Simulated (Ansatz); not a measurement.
Relaxation of C₃H₁₁N₃ (17 atoms, charge 0, multiplicity 1), to a largest force component of 0.015 eV/Å in at most 40 steps.

Computed with RKS B3LYP-D4/cc-pVDZ in Ansatz.

```xyz
17
Properties=species:S:1:pos:R:3:forces:R:3
C -1.454 -1.012 -0.377 -1.43 3.49 0.55
C 0.014 -0.866 -0.484 1.58 0.54 -1.09
N 0.423 -1.037 -1.860 1.68 -0.91 0.64
N 0.580 0.467 -0.180 -8.84 -1.87 2.27
C 0.491 0.728 1.215 0.48 2.01 0.24
N 1.206 1.994 1.321 0.71 0.39 0.98
H -1.975 -0.200 -0.991 0.59 -0.75 0.46
H -1.806 -0.834 0.639 -0.24 -0.11 0.57
H -1.844 -1.929 -0.696 -0.36 -1.95 -0.64
H 0.490 -1.633 0.162 0.18 -0.21 -0.09
H -0.016 -1.847 -2.233 -0.49 -0.81 -0.79
H 0.144 -0.221 -2.352 -0.59 0.87 -0.83
H 1.435 0.502 -0.478 6.83 0.12 -2.08
H 0.975 -0.019 1.842 0.47 -0.53 0.46
H -0.532 0.846 1.613 -0.43 -0.42 -0.51
H 0.789 2.643 0.663 -0.25 0.14 -0.28
H 1.062 2.419 2.237 0.12 -0.02 0.14
```

Task: Where does it end, and by what steps?

Result: The forces met the threshold. After 7 steps the energy has fallen by 0.912 eV; H12 moved furthest, 0.33 Å. The start is strongly strained (largest force component 9 eV/Å).

```tsv
step	energy less start (eV)	largest force component (eV/Å)	accepted
0	0.0000	8.836	yes
1	-0.8272	1.371	yes
2	-0.8963	0.253	yes
3	-0.9009	0.230	yes
4	-0.9097	0.092	yes
5	-0.9099	0.059	yes
6	-0.9114	0.018	yes
7	-0.9116	0.012	yes
```

```xyz
17
Properties=species:S:1:pos:R:3
C -1.502 -0.925 -0.369
C 0.019 -0.860 -0.548
N 0.469 -1.105 -1.919
N 0.529 0.460 -0.197
C 0.493 0.804 1.213
N 1.194 2.074 1.370
H -1.981 -0.119 -0.951
H -1.806 -0.811 0.685
H -1.886 -1.896 -0.721
H 0.476 -1.662 0.078
H 0.166 -2.035 -2.215
H -0.013 -0.442 -2.535
H 1.504 0.501 -0.503
H 1.009 0.056 1.860
H -0.568 0.823 1.541
H 0.657 2.803 0.894
H 1.220 2.334 2.358
```

The run took 37 s on 2 threads of AMD EPYC 7B13 (Zen 3) (shared host), peak memory 0.4 GiB.
